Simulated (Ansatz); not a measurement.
Species: CHO, SMILES `[CH]=O` (charge 0, multiplicity 2), formula CHO.

Task: How many basis functions does frozen-core CCSD(T)/cc-pVTZ // PBE-D3(BJ)/def2-TZVP (Ansatz, a program for electronic structure) use, how many core orbitals are frozen, and how many electrons are correlated?

Result: 74 basis functions and 2 frozen orbitals, which leaves 11 correlated electrons. Core time is of the order of seconds.
